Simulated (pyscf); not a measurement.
# 1,1-elimination: Cl–GaH–Cl → hydrogen chloride (HCl) + Cl–Ga [singlet]

Gas phase, singlet surface, charge 0. Bonds broken: Cl1–Ga2, Ga2–H4. Bonds formed: Cl1–H4. Structures and frequencies: ωB97X-D3(BJ)/def2-SVP in PySCF. Correlated levels are frozen-core, on RHF or UHF. ΔMP2 is the change of the MP2 total energy from the triple- to the quadruple-zeta basis.

Transition state (Å):

```xyz
4

Cl    -0.1656     0.5173     0.9120
Ga    -1.8779    -0.7922    -0.3104
Cl    -1.1817    -2.7380    -0.8369
H     -1.7973     0.6990     0.3385
```

One imaginary mode, 1250i cm⁻¹; descent along it reached the two sides named.

```tsv
bond	change	reactant side (Å)	saddle	product side
Cl1–Ga2	breaks	2.131	2.478	3.1
Ga2–H4	breaks	1.544	1.628	3.6
Cl1–H4	forms	3.2	1.739	1.285
```

Electronic energies relative to the reactant's lowest minimum found (kcal/mol):

```csv
level,barrier,reaction energy,reverse barrier
ωB97X-D3(BJ)/def2-TZVP,59.2,+30.1,29.1
PBE/def2-TZVP,43.0,+22.5,20.5
r²SCAN/def2-TZVP,49.5,+29.5,20.1
B3LYP-D3(BJ)/def2-TZVP,49.2,+21.6,27.6
PBE0-D3(BJ)/def2-TZVP,51.2,+27.1,24.1
M06-2X/def2-TZVP,56.2,+28.9,27.3
ωB97M-D3(BJ)/def2-TZVP,55.2,+23.7,31.5
HF/def2-TZVP,72.2,+27.0,45.3
MP2/def2-QZVPP,56.1,+29.2,26.9
CCSD/def2-TZVPP,60.1,+27.1,33.0
CCSD(T)/def2-TZVPP,56.8,+27.5,29.3
CCSD(T)/def2-TZVPP + ΔMP2(QZVPP),55.4,+25.9,29.5
```

With CCSD(T)/def2-TZVPP + ΔMP2(QZVPP) energies and thermal terms (ideal gas, 1 atm, RRHO with modes under 100 cm⁻¹ raised to 100, one conformer, R ln 2 for chiral ones without a mode under 150 cm⁻¹), in kcal/mol:

```tsv
T (K)	ΔH‡	ΔG‡	ΔH	ΔG
298	53.6	52.8	+25.7	+16.7
600	53.3	52.1	+25.5	+7.5
900	52.9	51.6	+25.0	-1.3
1200	52.5	51.2	+24.3	-10.0
```

This is the saddle that the search found; another between the same sides may lie lower. The CCSD(T) − MP2 part came from Ansatz, without density fitting, on the same reference. The frozen core leaves the outer d or s,p core shells of the metals and heavy elements correlated in the MP2 and CC values, and def2-TZVPP describes them poorly, which can shift differences by a few kcal/mol. Elements up to Kr have no core potential and no relativistic terms here.
